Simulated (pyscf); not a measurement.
Optimised with ωB97X-D3(BJ)/def2-SVP in PySCF. Correlated levels are frozen-core, on RHF or UHF. ΔMP2 is the change of the MP2 total energy from the triple- to the quadruple-zeta basis.

Problem. For the elementary gas-phase step H₂B–CH₃ (SMILES BC) + H₂C=CH₂ (SMILES C=C) -> H₂B–CH₂–CH₂–CH₃ (SMILES BCCC) (singlet surface; C–H broken, C–C, C–H formed), what barrier and reaction energy does CCSD(T)/def2-TZVPP + ΔMP2(QZVPP) give, measured from the separated reactants?

Solution. ΔE‡ = 327.7 kJ/mol, ΔE = -98.2 kJ/mol. Zero-point energy shifts the barrier by -4.5 kJ/mol. It is an addition across a multiple bond or ene-type step, with an imaginary mode of 1793i cm⁻¹. On the product side the descent ends in a point that may be a rotor saddle (no frequency run), 11.1 kJ/mol over the lowest minimum found and 433.7 kJ/mol under the saddle at ωB97X-D3(BJ)/def2-TZVP. At the saddle there is also a short C–H contact that neither side keeps. H₂B–CH₂–CH₂–CH₃ lies 53.3 kJ/mol over its isomer H₃C–BH–CH₂–CH₃ (electronic energy, ωB97M-D3(BJ)/def2-TZVP). One saddle was located; it need not be the lowest between these sides. The CCSD(T) − MP2 part came from Ansatz, without density fitting, on the same reference.
